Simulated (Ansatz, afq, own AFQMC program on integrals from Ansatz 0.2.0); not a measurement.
Two steps: Ansatz 0.2.0 writes the Fock matrix and Cholesky factors of the valence space, and afq projects on them the lowest state that overlaps trial and start.

```yaml
crystal:
  periodic: [false, false, false]
  atoms:
    - {symbol: Nb, position_ang: [0.000000, 0.000000, 0.000000]}
basis:
  gaussian: {orbitals: def2-TZVP}
total_charge: 1
magnetization: {spin_polarized: true, initial_magnetization: 4}
correlation: {method: ccsd_t, electrons: outside_noble_gas, hamiltonian_folder: ham}
```

```sh
$ ansatz run in.yaml --threads 1 --pin off --events-out ev --progress --plain --max-ram 16896MiB --backend cuda --devices 0, --max-vram 18GiB
```

Options of the walk:

```
--method phaseless --trial cisd --walkers 4000 --populations 20 --least-time 60 --time-step 0.005 --steps-per-block 50 --equilibration-blocks 40 --max-blocks 4000 --target-error 0.00012 --factor-cut 1e-05 --start spin_pure --seed 4328 --release-times 0.24,0.6,1.2,2,3,4.2 --release-step 0.04 --release-every 3 --taylor-order 6
```

Times are imaginary, in 1/Eh. The walk had a cap of 171 s. With eight or more populations the least sampling time is a fifth of least-time, and the error comes from their spread. Core potentials past Kr, no spin–orbit coupling.

afq prints:

```
orbitals 36  electrons 4 0  factors 237 of 237
reference energy -56.10747364 Eh
CCSD correlation -0.03222754 Eh in 11 cycles, weight of the determinant in the CISD state 0.9841
energy of the start -56.139704 Eh
 block  time / (1/Eh)  mean weight  energy / Eh
     1     0.250  1.0000  -56.139692
     2     0.500  1.0000  -56.139729
     3     0.750  1.0002  -56.139768
     4     1.000  1.0000  -56.139797
     5     1.250  1.0000  -56.139838
     8     2.000  0.9999  -56.139871
    11     2.750  0.9999  -56.139876
    17     4.250  1.0000  -56.139960
    23     5.750  1.0001  -56.139916
    29     7.250  0.9996  -56.139951
    35     8.750  1.0000  -56.139878
    41    10.250  1.0000  -56.139812
    47    11.750  1.0002  -56.139917
    53    13.250  1.0001  -56.139874
    59    14.750  1.0002  -56.139871
    63    15.750  0.9998  -56.141416
    65    16.250  1.0000  -56.139935
    71    17.750  1.0004  -56.139864
    77    19.250  1.0004  -56.139904
    81    20.250  1.0000  -56.139692
    83    20.750  1.0004  -56.139764
    89    22.250  0.9998  -56.139867
error from the spread of 20 populations
released: time / (1/Eh)  energy / Eh  error  mean overlap
  0.24  -56.139969  0.000088  1.0015
  0.60  -56.139876  0.000015  1.0002
  1.20  -56.139879  0.000019  1.0002
  2.00  -56.139931  0.000015  0.9965
  3.00  -56.139922  0.000018  0.9997
  4.20  -56.139929  0.000029  1.0059
energy -56.139900 +/- 0.000039 Eh
(rows thinned)
```

The run passed its tests (sampling time, drift between the halves within three errors, error under three times the target), which doesn't prove that it has relaxed.

Against this walk (error 1.1 meV) on the same determinant: CCSD(T) 0.6 meV higher (within the noise), CCSDT(Q) 1.3 meV lower (within the noise), full CI 1.3 meV lower (within the noise). The error is statistical and leaves out the bias of the constraint. Released to 4.20 1/Eh the energy moves by -0.8 ± 1.3 meV (both errors), within twice the noise.

Cautions: constraint bias not in the error; no spin-orbit coupling; outer-core shells of the metal frozen.

The walk took 27 s on 1 × NVIDIA H100 80GB HBM3 with 2 threads of AMD EPYC 7R13 Processor (Zen 3), on a shared host (the card was shared). The log's last line is the phaseless energy.

CCSDT and higher add their correlation energy to the determinant of the CCSD(T) run, since their own runs factorise the integrals more tightly (a shift of under 2 meV).
